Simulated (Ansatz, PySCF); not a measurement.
Species: CHO2, charge 0, doublet. CHO2 (SMILES O=C[O], doublet).
B3LYP-D3(BJ)/def2-TZVP minimum from Ansatz (a first-principles code):
```
C
O 1 1.2209
O 1 1.2209 2 144.74
H 1 1.1636 2 107.63 3 180.00
```
Charge 0, spin multiplicity 2.

Atomisation energy term by term, kcal/mol (programs: Ansatz). UHF or UKS for unpaired electrons; spin-orbit terms are left out. Correlated methods leave the cores frozen. No relativity. CBS(X,Y): correlation extrapolated as X^-3, Hartree-Fock from the larger set. A bracket is a step between two methods taken in the basis named. Where a partner has so few electrons that a lower coupled-cluster level is exact, that level stands in. The UHF reference of CHO2 ([O]C=O, doublet) is spin-contaminated (<S^2> up to 0.04 over the pure value in the sets run). The determinant of CHO2 ([O]C=O, doublet) is a saddle point of the SCF energy; a lower one exists, which strains HF and MP2.

```csv
term,basis,kcal/mol
Hartree-Fock,cc-pVQZ,214.61
CCSD correlation,"CBS(cc-pVTZ,cc-pVQZ)",146.86
(T),"CBS(cc-pVTZ,cc-pVQZ)",16.60
CCSDT(Q) - CCSD(T),cc-pVTZ,1.51
minus zero-point energy,Hessian by PySCF at B3LYP-D3(BJ)/def2-TZVP,-9.87
sum: D0,,369.7
```

The step beyond CCSD(T) by other levels: CCSDT(Q) in cc-pVDZ 2.15 kcal/mol.
